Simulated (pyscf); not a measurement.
Structures and frequencies: ωB97X-D3(BJ)/def2-SVP in PySCF.

### Question
PBE/def2-TZVP puts the barrier of HO–SiH(OH)–OH (SMILES O[SiH](O)O) → O=Si(OH)–OH (SMILES O=[Si](O)O) + H₂ (SMILES [H][H]) (elimination; singlet surface; H–O, H–Si broken, H–H formed) at 2.24 eV and the reaction energy at +1.74 eV, from the reactant's lowest minimum found. What do r²SCAN/def2-TZVP, M06-2X/def2-TZVP, ωB97M-D3(BJ)/def2-TZVP give on the same structures?

### Answer
r²SCAN: ΔE‡ = 2.40 eV, ΔE = +1.87 eV; M06-2X: ΔE‡ = 2.70 eV, ΔE = +2.02 eV; ωB97M-D3(BJ): ΔE‡ = 2.60 eV, ΔE = +1.95 eV. PBE's barrier lies under all of them, by 0.16 to 0.45 eV. Its reaction energy lies under all of them, by 0.13 to 0.28 eV. At the saddle there is also a short H–Si contact that neither side keeps. This is the saddle that the search found; another between the same sides may lie lower.
